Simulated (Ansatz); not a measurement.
Reaction (formal exchange of groups at a C–C bond): `CCCC(C)C(C)C` + `C=CC(C)C` → `C=CC(C)(C)C` + `CCC(C)C(C)C`

Computed with Ansatz on PBE0-D4/def2-TZVP structures; ΔE is electronic, products minus reactants. CBS: MP2 limit from def2 TZ/QZ plus the TZ coupled-cluster correction, frozen cores. Functionals use def2-TZVPP. B3LYP here is the variant with VWN-RPA as its local correlation; programs differ in this. One conformer a species, not always the lowest.

```
             level  ΔE (kcal/mol)  difference from CCSD(T)/CBS
            PBE-D4           -1.1                          0.8
           PBE0-D4           -1.1                          0.8
           ωB97X-V           -1.4                          0.5
              PBE0           -0.3                          1.6
             B3LYP            0.2                          2.1
   CCSD/def2-TZVPP           -1.7                          0.2
     HF/def2-QZVPP            0.6                          2.5
SCS-MP2/def2-QZVPP           -2.1                         -0.2
      HF/CBS(def2)            0.6                          2.5
     MP2/CBS(def2)           -2.8                         -0.9
       CCSD(T)/CBS           -1.9                            0
```

Largest T1 diagnostic among the species: 0.009.

The D4 term adds −1.4 kcal/mol with B3LYP and −0.7 kcal/mol with PBE0; it sums over pairs of atoms, weighted by their polarisabilities, and B3LYP, whose exchange is more repulsive, gets the larger term. In def2-TZVPP, CCSD(T) changes the Hartree–Fock value by −2.7 kcal/mol (the triples alone add −0.5 kcal/mol) and MP2 by −3.5 kcal/mol.
